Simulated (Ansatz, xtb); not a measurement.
**CH5SSi: 8 structures ranked**

8 gas-phase structures of CH5SSi, found in a search over its isomers (lower ones may exist). Each was relaxed with GFN2-xTB; where two conformers were screened, the lower at r2SCAN-D4/def2-SVP is listed:

A. `[SiH3]C[S]`, a doublet
B. `[SiH2]CS`, a doublet
C. `CS[SiH2]`, a doublet
D. `C[SiH]S`, a doublet
E. `[CH2]S[SiH3]`, a doublet
F. `[SiH3][CH]S`, a doublet
G. `[CH2][SiH2]S`, a doublet
H. `C[SiH2][S]`, a doublet

Q: Make a reasoned guess at their ranking by r2SCAN-D4/def2-SVP single-point energy.

A: Calculated order at r2SCAN-D4/def2-SVP: D (0.000), H (0.040), C (0.594), G (0.648), E (1.040), A (1.089), F (1.293), B (1.300) eV. Less than 1 kcal/mol parts D and H; F and B, so the order within those pairs means little. CCSD(T)/def2-SVP + ΔMP2/def2-TZVPP after further relaxation puts H lowest instead.

Energies above the lowest of each column, in eV; the last columns are at BLYP-D3(BJ)/def2-SVP geometries and were run for some of them only (a dash: not run or not comparable):

```csv
structure,GFN2-xTB,HF/STO-3G,r2SCAN-D4/def2-SVP,BLYP-D3(BJ)/def2-SVP,CCSD(T)/def2-SVP + ΔMP2/def2-TZVPP
D,0.635,0.921,0.000,0.023,0.070
H,0.000,0.000,0.040,0.000,0.000
C,0.649,1.288,0.594,0.496,0.617
G,1.266,1.305,0.648,0.669,–
E,0.956,1.444,1.040,–,–
A,0.769,0.867,1.089,–,–
F,1.532,1.745,1.293,–,–
B,1.579,2.070,1.300,–,–
```

CCSD(T)/def2-SVP + ΔMP2/def2-TZVPP puts H lowest of those it was run on; r2SCAN-D4/def2-SVP picks D. CCSD(T)/def2-SVP + ΔMP2/def2-TZVPP orders those it was run on as H (0.000), D (0.070), C (0.617) eV. Flexible structures stand in one conformer each, not always the lowest. Frequencies (BLYP-D3(BJ)/def2-SVP) were run for C, D, H alone. Open shells are spin-unrestricted. ΔMP2 is the change of the MP2 energy from the smaller to the larger basis.

Over these structures GFN2-xTB departs from r2SCAN-D4/def2-SVP by 0.270 eV on average once a common shift is removed. A GFN2-xTB relaxation took about 0.062 s and the r2SCAN-D4/def2-SVP energy about 1.5 s on a shared host (Ansatz 0.2.0, xtb 6.7.1).
